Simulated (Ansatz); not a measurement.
A made-up structure of C$_{2}$H$_{4}$N, doublet:

```json
{"atom": "C1", "x (Å)": "-1.0442", "y (Å)": "0.1983", "z (Å)": "-0.6958"}
{"atom": "N2", "x (Å)": "-0.4244", "y (Å)": "-0.5632", "z (Å)": "0.3987"}
{"atom": "C3", "x (Å)": "0.9742", "y (Å)": "-0.2912", "z (Å)": "0.7616"}
{"atom": "H4", "x (Å)": "-2.1997", "y (Å)": "-0.0313", "z (Å)": "-0.9905"}
{"atom": "H5", "x (Å)": "-0.4346", "y (Å)": "1.0581", "z (Å)": "-1.3224"}
{"atom": "H6", "x (Å)": "1.4799", "y (Å)": "-0.9236", "z (Å)": "1.6665"}
{"atom": "H7", "x (Å)": "1.6488", "y (Å)": "0.5529", "z (Å)": "0.1819"}
```

It is relaxed with PBE-D4/def2-SVP and then PBE0-D4/def2-TZVP (Ansatz 0.2.0). Atoms count as bonded within 1.22 times the sum of their covalent radii (H–H: 0.88 Å). The end point is not checked to be a true minimum.

(1) Does its bonding change? (Judge from chemistry; the calculation decides.)

Results:

(1) By the calculation: No: no bond forms or breaks.

Where it ends: The first stage lowers the energy by 1.61 eV in 6 steps. It ends as C₂H₄N ([CH2][N][CH2]):
C1  (-0.932, 0.177, -0.621)
N2  (-0.379, -0.503, 0.356)
C3  (0.870, -0.260, 0.680)
H4  (-1.964, -0.028, -0.884)
H5  (-0.388, 0.945, -1.181)
H6  (1.321, -0.825, 1.488)
H7  (1.472, 0.494, 0.162)
(Å)

Labels in which every atom is bracketed show which atoms are joined, not bond orders.

For scale, one of the runs: PBE0-D4/def2-TZVP relaxation, 117 basis functions, launched by `ansatz run in.yaml --threads 2 --pin off --events-out ev --progress --plain --max-ram 4352MiB`. The run took about 11 s on 2 CPU threads of an Arm Neoverse V2 (shared host).
